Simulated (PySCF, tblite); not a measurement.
# NO+: changes of charge

Aim: compute the changes of charge of NO+ (`N#[O+]`).

Computed with tblite 0.8.0 and PySCF 2.14.0 and routines of our own; the level stands in each step. Atoms count from 0.

## Step 1: The system as given

2 atoms, charge 1, multiplicity 1; geometry from: start built from the parent or by distance geometry.

## Step 2: Optimising the geometry with GFN2-xTB

What the job is given:

```
{"job": {"kind": "relax", "xc": "GFN2-xTB", "basis": "xTB"}, "charge": 1, "multiplicity": 1}
N      0.561700    -0.006100    -0.005300
O     -0.556200     0.008700    -0.023000
```

Run with:

```sh
OMP_NUM_THREADS=1 python redox_run.py task.json out
```

One launch serves the whole session: the jobs run in the order shown.

The log of the run:

```text
step      E/eV     max force
  0    -170.94387    8.231
  1    -167.50688   55.713
  2    -171.14649    5.018
  3    -171.21339    2.835
  4    -171.24027    0.487
  5    -171.24099    0.037
  6    -171.24099    0.000
```

It took 0.02 s on 1 thread of Arm Neoverse V1, shared host.

Relaxation path: (the energy doesn't fall at every step)

```csv
step,energy from step 0 (eV),largest force (eV/Å)
0,0.0000,8.2308
1,3.4370,55.7129
2,-0.2026,5.0181
3,-0.2695,2.8346
4,-0.2964,0.4871
5,-0.2971,0.0370
6,-0.2971,0.0000
```

The bond:

```csv
bond,before (Å),after (Å),change (Å)
N0–O1,1.118,1.052,-0.066
```

The next job starts from the end point, and lists it.

## Step 3: Vibrational analysis with GFN2-xTB

What the job is given:

```
{"job": {"kind": "ir", "xc": "GFN2-xTB", "basis": "xTB"}, "charge": 1, "multiplicity": 1}
N      0.528650    -0.005680    -0.005807
O     -0.523136     0.008217    -0.022491
```

The log of the run:

```text
mode    cm-1     km/mol
  1    2421.6     27.70
ZPE 14.484  H(298)-E 23.161  G(298)-E -35.875 kJ/mol  S 198.01 J/(mol K)
```

Wall time 0.04 s (1 thread of Arm Neoverse V1, shared host).

The strongest bands and the atoms that carry them (share of the mass-weighted mode):

```csv
cm⁻¹,km/mol,atoms
2422,27.7,"N0 53 %, O1 47 %"
```

## Step 4: Geometry optimisation at PBE0-D3(BJ)/def2-SVP

What the job is given:

```
{"job": {"xc": "PBE0", "basis": "def2-SVP", "d3": "d3bj", "grid": 1, "kind": "geom"}, "charge": 1, "multiplicity": 1}
N      0.528650    -0.005680    -0.005807
O     -0.523136     0.008217    -0.022491
```

The log of the run:

```text
step   0  E = -129.29558596  max force = 0.028921
step   1  E = -129.29579417  max force = 0.004870
step   2  E = -129.29580027  max force = 0.000146
optimisation converged
```

Wall time 0.67 s (1 thread of Arm Neoverse V1, shared host).

Relaxation path:

```csv
step,energy from step 0 (eV),largest force component (eV/Å)
0,0.0000,1.4872
1,-0.0057,0.2504
2,-0.0058,0.0075
```

The bond:

```csv
bond,before (Å),after (Å),change (Å)
N0–O1,1.052,1.060,+0.008
```

The end geometry stands in the next job.

```csv
at the end point,value
point group (found at 0.08 Å tolerance),Cinfv
"rotational constants (GHz, main isotopes)","60.250, 60.250"
```

## Step 5: Harmonic vibrations (NO+): PBE0-D3(BJ)/def2-SVP

What the job is given:

```
{"job": {"xc": "PBE0", "basis": "def2-SVP", "d3": "d3bj", "grid": 2, "kind": "hessian"}, "charge": 1, "multiplicity": 1}
N      0.532776    -0.005877    -0.005637
O     -0.526905     0.008428    -0.022793
```

The log of the run:

```text
coarse grid: 2152 points
cycle   1  E = -129.1994738054  dE =  8.459e-01  |g| = 5.901e-01  |ddm| = 1.823e+00
cycle   2  E = -129.0288194226  dE =  1.707e-01  |g| = 1.190e+00  |ddm| = 1.028e+00
cycle   3  E = -129.2663544432  dE = -2.375e-01  |g| = 2.340e-01  |ddm| = 6.753e-01
cycle   4  E = -129.2756793709  dE = -9.325e-03  |g| = 3.477e-03  |ddm| = 1.281e-01
cycle   5  E = -129.2756815184  dE = -2.147e-06  |g| = 8.733e-04  |ddm| = 4.004e-03
final grid: 22200 points
cycle   6  E = -129.2957758664  dE =  2.514e-05  |g| = 1.382e-02  |ddm| = 1.169e-02
cycle   7  E = -129.2955964207  dE =  1.794e-04  |g| = 3.510e-02  |ddm| = 2.357e-02
cycle   8  E = -129.2958085283  dE = -2.121e-04  |g| = 1.325e-04  |ddm| = 1.708e-02
cycle   9  E = -129.2958085320  dE = -3.712e-09  |g| = 1.286e-05  |ddm| = 1.242e-04
cycle  10  E = -129.2958085320  dE = -3.575e-11  |g| = 1.305e-06  |ddm| = 1.145e-05
converged SCF energy = -129.2958085320

mode    cm-1
  1    2584.1
ZPE 15.456  H(298)-E 24.133  G(298)-E -34.941 kJ/mol  S 198.13 J/(mol K)
```

Run time: 1.2 s. Hardware: 1 thread of Arm Neoverse V1, shared host.

Zero-point energy 15.46 kJ/mol (xTB gave 14.48).

## Step 6: Single point (NO+): M06-2X/ma-def2-TZVP

Geometry: PBE0-D3(BJ)/def2-SVP.

What the job is given:

```
{"job": {"kind": "sp", "xc": "M06-2X", "basis": "ma-def2-TZVP", "grid": 3}, "charge": 1, "multiplicity": 1}
N      0.532776    -0.005877    -0.005637
O     -0.526905     0.008428    -0.022793
```

The log of the run:

```text
coarse grid: 10304 points
cycle   1  E = -129.4487927866  dE =  8.733e-01  |g| = 6.644e-01  |ddm| = 1.284e+00
cycle   2  E = -129.4072873546  dE =  4.151e-02  |g| = 9.465e-01  |ddm| = 6.850e-01
cycle   3  E = -129.5413412190  dE = -1.341e-01  |g| = 2.421e-01  |ddm| = 3.994e-01
cycle   4  E = -129.5498485967  dE = -8.507e-03  |g| = 1.586e-02  |ddm| = 9.249e-02
cycle   5  E = -129.5498921371  dE = -4.354e-05  |g| = 1.467e-03  |ddm| = 1.226e-02
cycle   6  E = -129.5498924851  dE = -3.480e-07  |g| = 2.445e-04  |ddm| = 1.118e-03
final grid: 27984 points
cycle   7  E = -129.5500695528  dE = -1.953e-06  |g| = 9.466e-04  |ddm| = 4.856e-03
cycle   8  E = -129.5500693376  dE =  2.152e-07  |g| = 1.519e-03  |ddm| = 8.077e-04
cycle   9  E = -129.5500696919  dE = -3.543e-07  |g| = 1.446e-04  |ddm| = 5.771e-04
cycle  10  E = -129.5500696957  dE = -3.831e-09  |g| = 3.441e-05  |ddm| = 7.766e-05
converged SCF energy = -129.5500696957
```

Wall time 1.1 s (1 thread of Arm Neoverse V1, shared host).

The fields below are evaluated on a grid from the run's orbitals.

Frontier orbitals at M06-2X/ma-def2-TZVP, with the share of their density that lies nearest to each atom:

```csv
orbital,energy (eV),lies on
HOMO,-27.23,N0 76 %; O1 24 %
LUMO,-11.35,N0 62 %; O1 38 %
```

ELF in a plane through or near 2 of the atoms.

Ten even steps from ' ' (0.00) to '@' (0.98):
```
                                                        
                                                        
                                                        
                                                        
                                ......                  
                ..::::::::::::::----====--              
            ..--==****++++++====**##%%%%##==::          
          ..--**##%%%%%%####****##%%@@@@@@%%++          
          ::++%%%%@@%%**##%%##++==**@@@@@@@@%%..        
          --++%%@@@@--++--##++::****@@@@@@@@%%::        
          --++%%@@@@--==--##++::++++@@@@@@@@%%::        
          ::++%%%%@@%%**##%%##++==**@@@@@@@@%%::        
          ..--**##%%%%%%####****##%%@@@@@@%%++          
            ..--==****++++++====****%%%%##==::          
                ..::::::::::::::----====--              
                                ......                  
                                                        
                                                        
                                                        
                                                        
```
The map spans 6.3 Å across and 5.2 Å up, centred on the molecule. Atoms in the plane (x, y in Å): N0 (0.5, 0.0), O1 (-0.5, 0.0).

log10 of the density (e/Å³) in the same plane.

Ten even steps from '0' (-4.0) to '9' (2.7):
```
0000000000000000000000000000
0000000000000000000000000000
0000000001111111111000000000
0000000112222222222111000000
0000001122222333222221100000
0000012233334444333322110000
0000122334445444444432211000
0001123445555555555443321000
0001233456666666666543322000
0001233556797768876554322100
0001233556797767876554322100
0001233456666666666543322000
0001123445555555555443321000
0000122334445444444432211000
0000012233334444333322110000
0000001122222333222221100000
0000000112222222222111000000
0000000001111111111000000000
0000000000000000000000000000
0000000000000000000000000000
```
The map spans 6.3 Å across and 5.2 Å up, centred on the molecule. Atoms in the plane (x, y in Å): N0 (0.5, 0.0), O1 (-0.5, 0.0).

On the surface of density 0.002 e/bohr³ the electrostatic potential runs, from the 1st to the 99th percentile, from 7.27 to 9.31 V.

## Step 7: Single point (NO radical): M06-2X/ma-def2-TZVP

Geometry: PBE0-D3(BJ)/def2-SVP, that of another charge or spin state.

What the job is given:

```
{"job": {"kind": "sp", "xc": "M06-2X", "basis": "ma-def2-TZVP", "grid": 3}, "charge": 0, "multiplicity": 2}
N      0.532776    -0.005877    -0.005637
O     -0.526905     0.008428    -0.022793
```

The log of the run:

```text
final grid: 27984 points
cycle   1  E = -129.8654332463  dE = -3.429e-02  |g| = 2.061e-01  |ddm| = 4.466e-01
cycle   2  E = -129.8749256577  dE = -9.492e-03  |g| = 1.302e-01  |ddm| = 2.472e-01
cycle   3  E = -129.8805273346  dE = -5.602e-03  |g| = 2.575e-02  |ddm| = 7.814e-02
cycle   4  E = -129.8807332711  dE = -2.059e-04  |g| = 3.489e-03  |ddm| = 1.126e-02
cycle   5  E = -129.8807427684  dE = -9.497e-06  |g| = 7.003e-04  |ddm| = 7.000e-03
cycle   6  E = -129.8807436867  dE = -9.184e-07  |g| = 2.841e-04  |ddm| = 1.815e-03
cycle   7  E = -129.8807438942  dE = -2.075e-07  |g| = 1.019e-04  |ddm| = 6.502e-04
cycle   8  E = -129.8807439196  dE = -2.541e-08  |g| = 2.130e-05  |ddm| = 2.336e-04
cycle   9  E = -129.8807439207  dE = -1.031e-09  |g| = 4.230e-06  |ddm| = 6.431e-05
converged SCF energy = -129.8807439207
```

It took 1.7 s on 1 thread of Arm Neoverse V1, shared host.

## Step 8: Relaxing the molecule with GFN2-xTB

This step treats NO radical, labelled `[N]=O` (the label fixes atoms and charge, not where charge and spin sit).

What the job is given:

```
{"job": {"kind": "relax", "xc": "GFN2-xTB", "basis": "xTB"}, "charge": 0, "multiplicity": 2}
N      0.549000    -0.012000    -0.010900
O     -0.537600     0.017100    -0.045800
```

The log of the run:

```text
step      E/eV     max force
  0    -185.52421    9.110
  1    -184.54346   10.564
  2    -185.68040    4.574
  3    -185.63429    6.890
  4    -185.80342    1.018
  5    -185.80845    0.191
  6    -185.80862    0.007
```

Run time: 0.02 s. Hardware: 1 thread of Arm Neoverse V1, shared host.

Step by step: (the energy doesn't fall at every step)

```csv
step,energy from step 0 (eV),largest force (eV/Å)
0,0.0000,9.1100
1,0.9808,10.5642
2,-0.1562,4.5740
3,-0.1101,6.8900
4,-0.2792,1.0179
5,-0.2842,0.1912
6,-0.2844,0.0070
```

The bond:

```csv
bond,before (Å),after (Å),change (Å)
N0–O1,1.088,1.155,+0.068
```

The end geometry stands in the next job.

## Step 9: Harmonic vibrations with GFN2-xTB

What the job is given:

```
{"job": {"kind": "ir", "xc": "GFN2-xTB", "basis": "xTB"}, "charge": 0, "multiplicity": 2}
N      0.582877    -0.012901    -0.009832
O     -0.571492     0.017988    -0.046895
```

The log of the run:

```text
mode    cm-1     km/mol
  1    1951.6     21.00
ZPE 11.673  H(298)-E 20.352  G(298)-E -42.588 kJ/mol  S 211.10 J/(mol K)
```

Wall time 0.05 s (1 thread of Arm Neoverse V1, shared host).

Which atoms move in the most intense modes:

```csv
cm⁻¹,km/mol,atoms
1952,21.0,"N0 53 %, O1 47 %"
```

## Step 10: Geometry optimisation at PBE0-D3(BJ)/def2-SVP

This step treats NO radical, labelled `[N]=O` (the label fixes atoms and charge, not where charge and spin sit).

What the job is given:

```
{"job": {"xc": "PBE0", "basis": "def2-SVP", "d3": "d3bj", "grid": 1, "kind": "geom"}, "charge": 0, "multiplicity": 2}
N      0.582877    -0.012901    -0.009832
O     -0.571492     0.017988    -0.046895
```

The log of the run:

```text
step   0  E = -129.65068811  max force = 0.029173
step   1  E = -129.65104972  max force = 0.001411
step   2  E = -129.65105054  max force = 0.000072
optimisation converged
```

Wall time 0.77 s (1 thread of Arm Neoverse V1, shared host).

Along the way:

```csv
step,energy from step 0 (eV),largest force component (eV/Å)
0,0.0000,1.5001
1,-0.0098,0.0726
2,-0.0099,0.0037
```

The bond:

```csv
bond,before (Å),after (Å),change (Å)
N0–O1,1.155,1.142,-0.013
```

The next job starts from the end point, and lists it.

```csv
at the end point,value
point group (found at 0.08 Å tolerance),Cinfv
"rotational constants (GHz, main isotopes)","51.868, 51.868"
dipole moment (D),0.11
⟨S²⟩,0.753
```

## Step 11: Harmonic vibrations (NO radical, [N]=O): PBE0-D3(BJ)/def2-SVP

What the job is given:

```
{"job": {"xc": "PBE0", "basis": "def2-SVP", "d3": "d3bj", "grid": 2, "kind": "hessian"}, "charge": 0, "multiplicity": 2}
N      0.143652    -0.076383     0.520255
O     -0.132267     0.081470    -0.576982
```

The log of the run:

```text
coarse grid: 2152 points
cycle   1  E = -129.5893691636  dE =  2.382e-01  |g| = 3.320e-01  |ddm| = 1.338e+00
cycle   2  E = -129.4182035416  dE =  1.712e-01  |g| = 7.605e-01  |ddm| = 5.737e-01
cycle   3  E = -129.6302849029  dE = -2.121e-01  |g| = 3.838e-02  |ddm| = 4.236e-01
cycle   4  E = -129.6308209942  dE = -5.361e-04  |g| = 7.845e-03  |ddm| = 2.828e-02
cycle   5  E = -129.6308531043  dE = -3.211e-05  |g| = 2.250e-03  |ddm| = 9.847e-03
cycle   6  E = -129.6308571434  dE = -4.039e-06  |g| = 6.318e-04  |ddm| = 3.013e-03
final grid: 22200 points
cycle   7  E = -129.6510397557  dE =  8.381e-06  |g| = 6.670e-03  |ddm| = 6.900e-03
cycle   8  E = -129.6509688810  dE =  7.087e-05  |g| = 1.547e-02  |ddm| = 1.180e-02
cycle   9  E = -129.6510561502  dE = -8.727e-05  |g| = 2.482e-04  |ddm| = 8.441e-03
cycle  10  E = -129.6510562420  dE = -9.180e-08  |g| = 1.455e-04  |ddm| = 3.781e-04
cycle  11  E = -129.6510563200  dE = -7.800e-08  |g| = 5.409e-05  |ddm| = 4.980e-04
cycle  12  E = -129.6510563304  dE = -1.035e-08  |g| = 1.749e-05  |ddm| = 2.220e-04
cycle  13  E = -129.6510563307  dE = -3.366e-10  |g| = 1.538e-06  |ddm| = 4.025e-05
cycle  14  E = -129.6510563307  dE = -2.217e-12  |g| = 5.790e-07  |ddm| = 3.569e-06
converged SCF energy = -129.6510563307

mode    cm-1
  1    2099.1
ZPE 12.555  H(298)-E 21.233  G(298)-E -41.649 kJ/mol  S 210.91 J/(mol K)
```

Run time: 2.2 s. Hardware: 1 thread of Arm Neoverse V1, shared host.

Zero-point energy 12.55 kJ/mol (xTB gave 11.67).

## Step 12: Single point (NO+): M06-2X/ma-def2-TZVP

Geometry: PBE0-D3(BJ)/def2-SVP, that of another charge or spin state.

What the job is given:

```
{"job": {"kind": "sp", "xc": "M06-2X", "basis": "ma-def2-TZVP", "grid": 3}, "charge": 1, "multiplicity": 1}
N      0.143652    -0.076383     0.520255
O     -0.132267     0.081470    -0.576982
```

The log of the run:

```text
coarse grid: 10304 points
cycle   1  E = -129.3886639268  dE =  6.858e-01  |g| = 7.720e-01  |ddm| = 1.245e+00
cycle   2  E = -129.1612558006  dE =  2.274e-01  |g| = 1.499e+00  |ddm| = 8.829e-01
cycle   3  E = -129.5162390995  dE = -3.550e-01  |g| = 2.679e-01  |ddm| = 5.705e-01
cycle   4  E = -129.5266286583  dE = -1.039e-02  |g| = 2.822e-02  |ddm| = 1.076e-01
cycle   5  E = -129.5267665926  dE = -1.379e-04  |g| = 2.425e-03  |ddm| = 1.554e-02
cycle   6  E = -129.5267675165  dE = -9.239e-07  |g| = 4.388e-04  |ddm| = 1.770e-03
final grid: 27984 points
cycle   7  E = -129.5269362007  dE = -2.194e-06  |g| = 1.163e-03  |ddm| = 5.188e-03
cycle   8  E = -129.5269356861  dE =  5.146e-07  |g| = 2.115e-03  |ddm| = 1.096e-03
cycle   9  E = -129.5269363904  dE = -7.043e-07  |g| = 2.788e-04  |ddm| = 8.105e-04
cycle  10  E = -129.5269364041  dE = -1.376e-08  |g| = 3.850e-05  |ddm| = 1.263e-04
cycle  11  E = -129.5269364044  dE = -2.572e-10  |g| = 1.673e-06  |ddm| = 2.112e-05
converged SCF energy = -129.5269364044
```

Wall time 0.87 s (1 thread of Arm Neoverse V1, shared host).

## Step 13: Single point (NO radical, [N]=O): M06-2X/ma-def2-TZVP

Geometry: PBE0-D3(BJ)/def2-SVP.

What the job is given:

```
{"job": {"kind": "sp", "xc": "M06-2X", "basis": "ma-def2-TZVP", "grid": 3}, "charge": 0, "multiplicity": 2}
N      0.143652    -0.076383     0.520255
O     -0.132267     0.081470    -0.576982
```

The log of the run:

```text
final grid: 27984 points
cycle   1  E = -129.8801463902  dE = -3.529e-02  |g| = 2.039e-01  |ddm| = 4.045e-01
cycle   2  E = -129.8881066148  dE = -7.960e-03  |g| = 1.445e-01  |ddm| = 2.200e-01
cycle   3  E = -129.8944349483  dE = -6.328e-03  |g| = 6.066e-02  |ddm| = 8.663e-02
cycle   4  E = -129.8956184377  dE = -1.183e-03  |g| = 3.237e-03  |ddm| = 2.353e-02
cycle   5  E = -129.8956330985  dE = -1.466e-05  |g| = 1.138e-03  |ddm| = 6.224e-03
cycle   6  E = -129.8956365522  dE = -3.454e-06  |g| = 5.617e-04  |ddm| = 2.298e-03
cycle   7  E = -129.8956377840  dE = -1.232e-06  |g| = 1.618e-04  |ddm| = 1.612e-03
cycle   8  E = -129.8956378669  dE = -8.284e-08  |g| = 3.317e-05  |ddm| = 4.599e-04
cycle   9  E = -129.8956378700  dE = -3.157e-09  |g| = 8.618e-06  |ddm| = 9.643e-05
converged SCF energy = -129.8956378700
```

Wall time 2 s (1 thread of Arm Neoverse V1, shared host).

## Step 14: Changes of charge: M06-2X/ma-def2-TZVP

This step combines the energies above: geometries from PBE0-D3(BJ)/def2-SVP, zero-point and thermal terms from PBE0-D3(BJ)/def2-SVP.

What the job is given:

```
{"job": {"kind": "rx", "dirs": [-1], "geom": {"xc": "PBE0", "basis": "def2-SVP", "d3": "d3bj", "grid": 1}, "hess": 1, "level": {"xc": "M06-2X", "basis": "ma-def2-TZVP", "grid": 3}}, "charge": 1, "multiplicity": 1}
N      0.532776    -0.005877    -0.005637
O     -0.526905     0.008428    -0.022793
```

Output (the driver's rows laid out field by field):

```text
ionisation and electron attachment, M06-2X/ma-def2-TZVP // PBE0-D3(BJ)/def2-SVP

row 1
  change                  reduction
  charge                  0
  multiplicity            2
  vertical_ev             8.9981
  vertical_s2             0.753
  formula                 NO
  smiles                  [N]=O
  kept                    yes
  pieces                  1
  point_group             Cinfv
  adiabatic_electronic_ev 9.4034
  adiabatic_ev            9.4335
  free_energy_ev          9.4729
  s2                      0.754
  bonds_moved             0 1 1.06 1.142
  spin_on                 0 N 0.692; 1 O 0.308
  charge_moved            0 N -0.574; 1 O -0.426
  vertical_back_ev        10.0329
  relaxation_parent_ev    0.6295
  relaxation_ion_ev       0.4053
  reorganisation_ev       1.0348
```

Run time: 11 s. Hardware: 1 thread of Arm Neoverse V1, shared host.

Energy taken up on oxidation, or given off on reduction (eV; adiabatic with zero-point energy):

```csv
change,product,vertical,adiabatic,free energy,reorganisation,⟨S²⟩
reduction (multiplicity 2),[N]=O,9.00,9.43,9.47,1.03,0.75
```

On reduction to multiplicity 2 charge changes most on N0 (-0.57 e), O1 (-0.43 e); the spin sits on N0 (0.69), O1 (0.31); the bond N0–O1 goes from 1.060 to 1.142 Å.

## Step 15: Single point (NO+): wavefunction

Geometry: PBE0-D3(BJ)/def2-SVP.

What the job is given:

```
{"job": {"kind": "sp", "xc": "CCSD(T)", "basis": "aug-cc-pVTZ", "grid": 2}, "charge": 1, "multiplicity": 1}
N      0.532776    -0.005877    -0.005637
O     -0.526905     0.008428    -0.022793
```

Level: wavefunction single point, frozen core, gas phase.

The log of the run:

```text
final grid: 22200 points
cycle   1  E = -128.8504065961  dE =  8.408e-01  |g| = 7.201e-01  |ddm| = 2.668e+00
cycle   2  E = -128.9415240953  dE = -9.112e-02  |g| = 4.015e-01  |ddm| = 1.295e+00
cycle   3  E = -128.9635864788  dE = -2.206e-02  |g| = 1.505e-01  |ddm| = 5.037e-01
cycle   4  E = -128.9668989557  dE = -3.312e-03  |g| = 1.482e-02  |ddm| = 1.507e-01
cycle   5  E = -128.9669612063  dE = -6.225e-05  |g| = 2.146e-03  |ddm| = 3.058e-02
cycle   6  E = -128.9669624935  dE = -1.287e-06  |g| = 1.895e-04  |ddm| = 5.182e-03
cycle   7  E = -128.9669625042  dE = -1.064e-08  |g| = 2.653e-05  |ddm| = 5.654e-04
cycle   8  E = -128.9669625044  dE = -2.081e-10  |g| = 9.165e-06  |ddm| = 7.394e-05
converged SCF energy = -128.9669625044
E(HF, exact integrals) = -128.9670709196
E(MP2) = -129.3760467559
E(CCSD) = -129.3690830661
E(CCSD(T)) = -129.3890022891
T1 diagnostic = 0.0167
```

It took 10 s on 1 thread of Arm Neoverse V1, shared host; peak memory 0.63 GiB.

## Step 16: Single point (NO radical): wavefunction

Geometry: PBE0-D3(BJ)/def2-SVP, that of another charge or spin state.

What the job is given:

```
{"job": {"kind": "sp", "xc": "CCSD(T)", "basis": "aug-cc-pVTZ", "grid": 2}, "charge": 0, "multiplicity": 2}
N      0.532776    -0.005877    -0.005637
O     -0.526905     0.008428    -0.022793
```

With the program's defaults for keys left out, this is: wavefunction single point, frozen core, gas phase.

The log of the run:

```text
final grid: 22200 points
cycle   1  E = -129.2859694633  dE = -4.130e-02  |g| = 1.016e-01  |ddm| = 5.529e-01
cycle   2  E = -129.2908717964  dE = -4.902e-03  |g| = 3.930e-02  |ddm| = 2.302e-01
cycle   3  E = -129.2917197207  dE = -8.479e-04  |g| = 1.622e-02  |ddm| = 6.406e-02
cycle   4  E = -129.2920347093  dE = -3.150e-04  |g| = 9.050e-03  |ddm| = 6.230e-02
cycle   5  E = -129.2920904797  dE = -5.577e-05  |g| = 2.684e-03  |ddm| = 2.036e-02
cycle   6  E = -129.2921065408  dE = -1.606e-05  |g| = 1.443e-03  |ddm| = 9.719e-03
cycle   7  E = -129.2921137234  dE = -7.183e-06  |g| = 9.339e-04  |ddm| = 5.814e-03
cycle   8  E = -129.2921177632  dE = -4.040e-06  |g| = 5.855e-04  |ddm| = 5.022e-03
cycle   9  E = -129.2921195795  dE = -1.816e-06  |g| = 3.547e-04  |ddm| = 3.697e-03
cycle  10  E = -129.2921202992  dE = -7.198e-07  |g| = 1.672e-04  |ddm| = 2.627e-03
cycle  11  E = -129.2921204470  dE = -1.478e-07  |g| = 4.405e-05  |ddm| = 1.469e-03
cycle  12  E = -129.2921204521  dE = -5.084e-09  |g| = 9.371e-06  |ddm| = 2.677e-04
converged SCF energy = -129.2921204521
E(HF, exact integrals) = -129.2922040531
E(MP2) = -129.6820475811
E(CCSD) = -129.6880506932
E(CCSD(T)) = -129.7046429865
T1 diagnostic = 0.0226
```

It took 59 s on 1 thread of Arm Neoverse V1, shared host; peak memory 3.1 GiB.

## Step 17: Single point (NO+): wavefunction

Geometry: PBE0-D3(BJ)/def2-SVP, that of another charge or spin state.

What the job is given:

```
{"job": {"kind": "sp", "xc": "CCSD(T)", "basis": "aug-cc-pVTZ", "grid": 2}, "charge": 1, "multiplicity": 1}
N      0.143652    -0.076383     0.520255
O     -0.132267     0.081470    -0.576982
```

With the program's defaults for keys left out, this is: wavefunction single point, frozen core, gas phase.

The log of the run:

```text
final grid: 22200 points
cycle   1  E = -128.7866913959  dE =  5.873e-01  |g| = 7.873e-01  |ddm| = 2.490e+00
cycle   2  E = -128.8645154118  dE = -7.782e-02  |g| = 6.269e-01  |ddm| = 1.481e+00
cycle   3  E = -128.9235210857  dE = -5.901e-02  |g| = 2.000e-01  |ddm| = 7.193e-01
cycle   4  E = -128.9295408222  dE = -6.020e-03  |g| = 1.580e-02  |ddm| = 1.906e-01
cycle   5  E = -128.9296292115  dE = -8.839e-05  |g| = 3.159e-03  |ddm| = 3.457e-02
cycle   6  E = -128.9296321137  dE = -2.902e-06  |g| = 4.694e-04  |ddm| = 7.169e-03
cycle   7  E = -128.9296321795  dE = -6.581e-08  |g| = 1.527e-04  |ddm| = 9.931e-04
cycle   8  E = -128.9296321886  dE = -9.083e-09  |g| = 5.256e-05  |ddm| = 3.335e-04
converged SCF energy = -128.9296321886
E(HF, exact integrals) = -128.9297230210
E(MP2) = -129.3701369618
E(CCSD) = -129.3522273550
E(CCSD(T)) = -129.3767471947
T1 diagnostic = 0.0222
```

Run time: 9.5 s. Hardware: 1 thread of Arm Neoverse V1, shared host; peak memory 0.69 GiB.

[end of part 1 of 2]
